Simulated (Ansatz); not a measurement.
System: bcc Na. Method: Hartree–Fock (Ansatz, a first-principles code, plane waves, PAW).

Numerical settings: plane-wave cutoff 460 eV, 10×10×10 k mesh, Fermi–Dirac smearing 0.05 eV, scalar-relativistic PAW data made under PBE.

A third-order Birch–Murnaghan fit to the energies gives V0 = 45.876 Å³/atom, B0 = 5.09 GPa, B′ = 3.7.

```csv
V (Å³/atom),P (GPa)
42.516,0.444
43.552,0.290
44.698,0.138
45.844,0.003
46.503,___
48.136,___
```

Question: Estimate the withheld pressures from this fit; the answers are the runs' own values.

Answer: 
- 46.503, P (GPa): -0.068
- 48.136, P (GPa): -0.225

The formula P = (3/2) B0 (x^(7/3) − x^(5/3)) [1 + (3/4)(B′ − 4)(x^(2/3) − 1)] with x = V0/V meets the computed pressures within 0.01 GPa when these rounded values are put in.

Measured, for comparison: bulk modulus 7.9 GPa (0 K value with the zero-point phonon effect removed, our sources range from 7.63 to 7.91; as tabulated in Mejia-Rodriguez and Trickey (2018), arXiv:1807.09216); equilibrium volume per atom 37.42 Å³/atom (static lattice: zero-point anharmonic expansion removed; as tabulated in Mejia-Rodriguez and Trickey (2018), arXiv:1807.09216). Computed (rounded) less measured: bulk modulus -36 % (-33 % to -36 % over the range), equilibrium volume per atom +22.6 %.

Note: the cell is over a tenth larger than the published one: the level's own overestimate first of all, though another phase or state, or a fault of the published cell, is possible.

The computed numbers hold no vibrational or temperature effects.

Computing time: about 9 core-minutes (a rough figure).
